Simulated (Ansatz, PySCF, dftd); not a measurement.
System: C4H5, charge 0, doublet. C4H5 (SMILES C=C1C[CH]1, doublet).
B3LYP-D3(BJ)/def2-TZVP minimum from Ansatz (a quantum-chemistry and plane-wave program):
```xyz
9

C     -0.0053    -0.0782     0.2567
C      0.2143    -0.7195    -0.9044
C     -0.0642     0.7377    -1.0065
C     -0.1166    -0.0650     1.6084
H      0.4355    -1.6249    -1.4394
H      0.7505     1.4246    -1.2346
H     -1.0319     1.0739    -1.3780
H      0.0155    -0.9720     2.1842
H     -0.3393     0.8482     2.1424
```
Charge 0, spin multiplicity 2.

Quantity: enthalpy of formation at 298 K (by atomisation, with ideal-gas terms from PySCF's Hessian at B3LYP-D3(BJ)/def2-TZVP and the atoms' measured values of the G2/97 table; no spin-orbit terms), in kcal/mol. Radicals and triplets start from unrestricted determinants; spin-orbit coupling is neglected. Cores are frozen in correlated methods. No relativity. Double hybrids freeze cores in their MP2 part. For partners of very few electrons the exact lower level stands in for a higher one. The UHF reference of C4H5 (C=C1[CH]C1, doublet) is spin-contaminated (<S^2> up to 0.19 over the pure value in the sets run).

```
level                          program  enthalpy of formation at 298 K (kcal/mol)
----------------------  --------------  -----------------------------------------
PBE0-D3(BJ)/def2-TZVPD  Ansatz + dftd3                                       74.6
CAM-B3LYP/def2-TZVPD            Ansatz                                       88.8
wB97M-V/def2-TZVPD              Ansatz                                       89.6
B2GP-PLYP/def2-TZVPD            Ansatz                                      103.4
CCSDT(Q)/cc-pVDZ                Ansatz                                      160.5
```
